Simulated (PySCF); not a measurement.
Molfile (atoms numbered from 1):
```
C3H4N2O
     RDKit          3D

 10  9  0  0  0  0  0  0  0  0999 V2000
   -2.0654    1.5296   -0.3571 N   0  0  0  0  0  0  0  0  0  0  0  0
   -1.4953    0.5231   -0.3045 C   0  0  0  0  0  0  0  0  0  0  0  0
   -0.7080   -0.6940   -0.2244 C   0  0  0  0  0  0  0  0  0  0  0  0
    0.7688   -0.5110    0.1666 C   0  0  0  0  0  0  0  0  0  0  0  0
    1.1889    0.7634    0.3096 N   0  0  0  0  0  0  0  0  0  0  0  0
    1.4654   -1.4874    0.3143 O   0  0  0  0  0  0  0  0  0  0  0  0
   -0.7257   -1.2151   -1.1941 H   0  0  0  0  0  0  0  0  0  0  0  0
   -1.1497   -1.3826    0.5117 H   0  0  0  0  0  0  0  0  0  0  0  0
    0.5694    1.5552    0.1998 H   0  0  0  0  0  0  0  0  0  0  0  0
    2.1516    0.9188    0.5781 H   0  0  0  0  0  0  0  0  0  0  0  0
  1  2  3  0
  2  3  1  0
  3  4  1  0
  4  5  1  0
  4  6  2  0
  3  7  1  0
  3  8  1  0
  5  9  1  0
  5 10  1  0
M  END
```

[PySCF 2.14.0 with density-fitted response routines: PBE0-D3(BJ)/def2-SVP structure; NMR shieldings at PBE0/pcSseg-1/GIAO; isolated molecule; averaged over atoms made equivalent by symmetry, fast rotation or ring inversion; non-relativistic Hamiltonian; one conformer]

Shifts are taken against calculated references (same method and geometry level): ¹³C, ¹H vs TMS; NH3 for ¹⁵N; ¹⁷O against H2O.

```json
{"atoms": "O6", "nucleus": "¹⁷O", "count": "1", "δ (ppm)": "416.9"}
{"atoms": "C3", "nucleus": "¹³C", "count": "1", "δ (ppm)": "?"}
{"atoms": "C4", "nucleus": "¹³C", "count": "1", "δ (ppm)": "160.5"}
{"atoms": "H9", "nucleus": "¹H", "count": "1", "δ (ppm)": "?"}
{"atoms": "H7/H8", "nucleus": "¹H", "count": "2", "δ (ppm)": "2.84"}
{"atoms": "N1", "nucleus": "¹⁵N", "count": "1", "δ (ppm)": "313.6"}
{"atoms": "H10", "nucleus": "¹H", "count": "1", "δ (ppm)": "4.54"}
{"atoms": "C2", "nucleus": "¹³C", "count": "1", "δ (ppm)": "?"}
{"atoms": "N5", "nucleus": "¹⁵N", "count": "1", "δ (ppm)": "116.9"}
```

Complete the table.

Answers


- C2: 122.0 ppm, nitrile carbon; typical of a nitrile
- C3: 24.2 ppm, sp3 CH2 α to a carbonyl; α to the electron-withdrawing carbonyl group
- H9: 6.03 ppm, hydrogen on an amide-type nitrogen; exchangeable, gas-phase position

Exchangeable OH/NH protons stand at their gas-phase positions; hydrogen bonding in a real sample shifts them, mostly to higher δ. The two substituents on the amide-type nitrogen aren't averaged: C–N rotation is slow on the NMR time scale. Shifts are as computed. Against solution values, carbons near 30 ppm lie about +2 ppm off and those near 130 ppm about +5 ppm. Of 1211 compounds with measured shifts, 218 miss one by over three times the rms of a fit or turn the order of signals round; such compounds aren't used in these exercises. Hydrogen bonding in solution shields acid and N–H amide carbonyl oxygens by tens of ppm. Hydrogen bonding in solution deshields acid and N–H amide carbonyl carbons by as much as 10 ppm beyond these values. Unscaled 17O shifts of doubly bonded oxygen tend to come out too high, by tens of ppm or more. Experimental scales use liquid or dissolved standards, which lie at an offset from isolated NH3 (liquid NH3: subtract about 20 ppm) and H2O (liquid H2O: subtract about 36 ppm). Unscaled 15N shifts of sp2 nitrogen come out 20 to 40 ppm too high even then.
